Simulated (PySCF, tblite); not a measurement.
Isomers of C3H5O2 (doublet state), one GFN2-xTB conformer each. Single-point energies are computed at B3LYP/pcH-1 (PySCF, gas phase, no added dispersion term), electronic only. GFN2-xTB treats the open shell by occupation alone, and not every SCF solution was tested for stability.

| SMILES | GFN2-xTB relative energy (kJ/mol) |
| --- | --- |
| CCO[C]=O | 10.6 |
| C[CH]OC=O | 2.3 |
| [CH2]COC=O | 58.6 |
| O[CH][C@H]1CO1 | 88.2 |
| [CH2]C(=O)OC | 9.1 |
| [CH2]OC(C)=O | 0.0 |

Conformers: `[CH3:1][CH2:2][O:3][C:4]=[O:5]` (doublet state) with C1–C2–O3–C4 -79°, C2–O3–C4–O5 -1°; `[CH3:1][CH:2][O:3][CH:4]=[O:5]` (doublet state) with C1–C2–O3–C4 180°, C2–O3–C4–O5 0°; `[CH2:1][CH2:2][O:3][CH:4]=[O:5]` (doublet state) with H–C1–C2–O3 145° and -35°, C1–C2–O3–C4 121°, C2–O3–C4–O5 1°; `[OH:1][CH:2][C@H:3]1[CH2:4][O:5]1` (doublet state) with H–O1–C2–C3 -10°, O1–C2–C3–C4 -49°; `[CH2:1][C:2](=[O:3])[O:4][CH3:5]` (doublet state) with H–C1–C2–O3 180° and 0°, C1–C2–O4–C5 180°; `[CH2:1][O:2][C:3]([CH3:4])=[O:5]` (doublet state) with H–C1–O2–C3 0° and 180°, C1–O2–C3–C4 180°.

Question: What does B3LYP/pcH-1 give for the same structures?

Answer: 
```
        SMILES  B3LYP/pcH-1 E (Eh)  B3LYP/pcH-1 (kJ/mol)  GFN2-xTB (kJ/mol)  point group
  [CH2]C(=O)OC          -267.74648                   0.0                9.1           Cs
  [CH2]OC(C)=O          -267.74367                   7.4                0.0           Cs
     C[CH]OC=O          -267.73933                  18.8                2.3           Cs
      CCO[C]=O          -267.73746                  23.7               10.6           C1
    [CH2]COC=O          -267.72938                  44.9               58.6           C1
O[CH][C@H]1CO1          -267.68618                 158.3               88.2           C1
```

GFN2-xTB puts [CH2]OC(C)=O lowest instead; measured from each level's own lowest isomer, the values differ by up to 70.1 kJ/mol (O[CH][C@H]1CO1: 88.2 against 158.3). As drawn, the highest has a three-membered ring and an O–H bond, which the lowest lacks. Neighbours under 21 kJ/mol apart ([CH2]C(=O)OC and [CH2]OC(C)=O; [CH2]OC(C)=O and C[CH]OC=O; C[CH]OC=O and CCO[C]=O) can change places with a better method, another conformer or zero-point energy.

Question: What happens when harmonic zero-point energies from GFN2-xTB frequencies are added?

Answer: 
```csv
SMILES,ZPE (kJ/mol),electronic (kJ/mol),with ZPE (kJ/mol)
[CH2]C(=O)OC,192.1,0.0,0.0
[CH2]OC(C)=O,190.5,7.4,5.8
C[CH]OC=O,192.0,18.8,18.8
CCO[C]=O,198.3,23.7,30.0
[CH2]COC=O,189.0,44.9,41.9
O[CH][C@H]1CO1,194.6,158.3,160.8
```

The zero-point energies span 9.3 kJ/mol. The order is unchanged.
